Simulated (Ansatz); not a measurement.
**Molecular dynamics, step by step**

AlSiNH₂, singlet, PBE0-D4/def2-SVP (Ansatz 0.2.0). Settings (timestep in fs, temperature in K, friction in 1/fs; T counts 15 degrees of freedom, while the starting velocities carry no drift of the centre of mass, so T starts below the set value):

```yaml
hamiltonian: {xc: pbe0, dispersion: d4}
md: {n_steps: 80, timestep: 0.5, temperature: 300, ensemble: nvt_langevin, seed: 175, friction: 0.05, initial_velocities: maxwell_boltzmann}
```

Start:

```
5
angstrom
N 0.4110 -1.9109 2.3668
Si 0.2006 -0.9329 1.1561
Al -0.1224 0.5707 -0.7076
H -1.1983 0.3912 -1.8436
H 0.7090 1.8819 -0.9717
```

```tsv
step	time (fs)	potential energy less the start (meV)	kinetic energy (meV)	T (K)
0	0.00	0.0	155.1	240
5	2.50	22.2	135.8	210
10	5.00	48.8	93.5	145
15	7.50	46.9	130.1	201
20	10.00	-1.0	258.6	400
25	12.50	-62.9	282.4	437
30	15.00	-89.5	174.1	269
35	17.50	-81.9	116.1	180
40	20.00	-59.2	107.4	166
45	22.50	-60.4	139.6	216
50	25.00	-60.5	109.1	169
55	27.50	-51.7	121.5	188
60	30.00	-50.1	92.7	143
65	32.50	-31.4	111.5	172
70	35.00	-22.0	116.8	181
75	37.50	-17.4	101.7	157
80	40.00	-4.9	99.0	153
```

Step 5, positions (Å) and forces (eV/Å):

```tsv
atom	x	y	z	Fx	Fy	Fz
N1	0.426	-1.921	2.382	-0.191	0.809	-1.016
Si2	0.197	-0.930	1.145	0.221	-0.896	1.162
Al3	-0.122	0.578	-0.698	-0.298	0.360	-0.836
H4	-1.208	0.370	-1.842	-0.114	-0.380	0.291
H5	0.716	1.869	-1.001	0.382	0.108	0.400
```

Step 10, positions (Å) and forces (eV/Å):

```tsv
atom	x	y	z	Fx	Fy	Fz
N1	0.440	-1.927	2.393	-0.342	1.348	-1.707
Si2	0.193	-0.930	1.138	0.387	-1.473	1.915
Al3	-0.121	0.585	-0.688	-0.273	0.405	-0.902
H4	-1.207	0.361	-1.831	-0.097	-0.341	0.295
H5	0.729	1.874	-0.990	0.326	0.061	0.400
```

Step 20, positions (Å) and forces (eV/Å):

| atom | x | y | z | Fx | Fy | Fz |
| --- | --- | --- | --- | --- | --- | --- |
| N1 | 0.450 | -1.921 | 2.395 | -0.402 | 1.387 | -1.818 |
| Si2 | 0.179 | -0.942 | 1.127 | 0.454 | -1.476 | 2.029 |
| Al3 | -0.117 | 0.611 | -0.679 | -0.242 | 0.203 | -0.810 |
| H4 | -1.237 | 0.320 | -1.780 | 0.017 | -0.135 | 0.297 |
| H5 | 0.817 | 1.852 | -0.951 | 0.173 | 0.022 | 0.302 |

Last step (80):

```xyz
5
angstrom
N 0.5502 -1.7778 2.3605
Si 0.0993 -1.0228 1.0605
Al -0.1048 0.6138 -0.6989
H -1.4555 0.2835 -1.4621
H 0.7577 1.9194 -0.6142
```

The run took about 3.2 min on 2 CPU threads of an Intel Xeon (shared host).
